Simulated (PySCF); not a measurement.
Computed with B3LYP-D3(BJ)/def2-TZVP in PySCF 2.14.0. Isolated molecules, 0 K electronic values unless said otherwise. B3LYP has the VWN-RPA correlation part, as in Gaussian. Excitations are Tamm–Dancoff values on a coarser integration grid. The basis has no diffuse functions, so Rydberg states are missing or too high.

Reference species (SMILES): `[F][Al]([F])[F]` (neutral, multiplicity 1).

The S1 oscillator strength comes out as 0.000 and the S1 excitation (TDA) comes out as 8.12 eV. The LUMO is -1.92 eV and the T1 excitation (TDA) comes out as 7.89 eV.

Changed species: `[Br][Al]([F])[Br]` (2 of 3 F replaced by Br; the reference has 0 of 3 F replaced by Br).

### Question
Predict the effect on the S1 oscillator strength, S1 excitation (TDA), LUMO and T1 excitation (TDA).

### Answer
the S1 oscillator strength rises by 0.013, to 0.013; the S1 excitation (TDA) decreases by 2.36 eV, to 5.76 eV; the LUMO rises by 0.09 eV, to -1.83 eV; the T1 excitation (TDA) decreases by 2.41 eV, to 5.48 eV.
